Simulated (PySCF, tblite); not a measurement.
Isomers of C2H2N2O, one GFN2-xTB conformer each. Single-point energies are computed at PBE0/pcSseg-1 (PySCF, gas phase, no added dispersion term), electronic only.

```json
{"SMILES": "c1nnco1", "GFN2-xTB relative energy (kcal/mol)": "0.0"}
{"SMILES": "c1ncon1", "GFN2-xTB relative energy (kcal/mol)": "11.3"}
{"SMILES": "N#CC(N)=O", "GFN2-xTB relative energy (kcal/mol)": "18.5"}
```

Conformers: `[N:1]#[C:2][C:3]([NH2:4])=[O:5]` with C2–C3–N4–H 180° and 0°.

What does PBE0/pcSseg-1 give for the same structures?

```tsv
SMILES	PBE0/pcSseg-1 E (Eh)	PBE0/pcSseg-1 (kcal/mol)	GFN2-xTB (kcal/mol)	point group
N#CC(N)=O	-261.80802	0.0	18.5	Cs
c1nnco1	-261.77795	18.9	0.0	C2v
c1ncon1	-261.76944	24.2	11.3	Cs
```

GFN2-xTB puts c1nnco1 lowest instead; measured from each level's own lowest isomer, the values differ by up to 18.9 kcal/mol (c1nnco1: 0.0 against 18.9). As drawn, the lowest has a C=O bond, a C≡N group and an N–H bond, which the highest lacks; the highest has an aromatic ring and an N–O linkage, which the lowest lacks.

Which frontier levels, dipoles and rotational constants go with these structures?

| SMILES | HOMO (eV, PBE0/pcSseg-1) | LUMO (eV) | dipole (D) | A, B, C (MHz) |
| --- | --- | --- | --- | --- |
| N#CC(N)=O | -8.82 | -1.66 | 4.58 | 11443, 4346, 3150 |
| c1nnco1 | -8.17 | -0.66 | 3.25 | 10684, 10428, 5277 |
| c1ncon1 | -8.88 | -0.98 | 1.18 | 10543, 10439, 5246 |

What happens when harmonic zero-point energies from GFN2-xTB frequencies are added?

```csv
SMILES,ZPE (kcal/mol),electronic (kcal/mol),with ZPE (kcal/mol)
N#CC(N)=O,26.8,0.0,0.0
c1nnco1,28.3,18.9,20.4
c1ncon1,28.4,24.2,25.8
```

The zero-point energies span 1.6 kcal/mol. The order is unchanged.
